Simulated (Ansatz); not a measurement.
A made-up structure of CH2FMg, doublet:

| atom | x (Å) | y (Å) | z (Å) |
| --- | --- | --- | --- |
| C1 | -0.5785 | 0.5736 | -0.4160 |
| Mg2 | 0.7089 | -0.7016 | 0.5098 |
| F3 | 1.8197 | -1.8037 | 1.3085 |
| H4 | 2.3954 | -2.4736 | 1.5272 |
| H5 | -0.7413 | 1.6149 | -0.1332 |

It is relaxed with PBE-D4/def2-SVP and then PBE0-D4/def2-TZVP (Ansatz 0.2.0). Atoms count as bonded within 1.22 times the sum of their covalent radii (H–H: 0.88 Å). The end point is not checked to be a true minimum.

Q: Does its bonding change? (A judgement: the text doesn't fix the answer.)

A: The calculation gives: No: no bond forms or breaks.

Where it ends: The first stage lowers the energy by 0.94 eV in 11 steps. It ends as CH₂FMg ([CH][Mg][FH]):
```
atom    x (Å)    y (Å)    z (Å)
  C1  -0.3612   0.5125  -0.1125
 Mg2   1.2645   0.0084   0.9981
  F3   1.4921  -2.1822   0.9617
  H4   2.2414  -2.4034   1.4713
  H5  -1.0326   1.2742  -0.5223
```

Labels in which every atom is bracketed show which atoms are joined, not bond orders.

For scale, one of the runs: PBE0-D4/def2-TZVP relaxation, 106 basis functions, launched by `ansatz run in.yaml --threads 2 --pin off --events-out ev --progress --plain --max-ram 4352MiB`. The run took about 23 s on 2 CPU threads of an Intel Xeon 6975P-C (shared host).
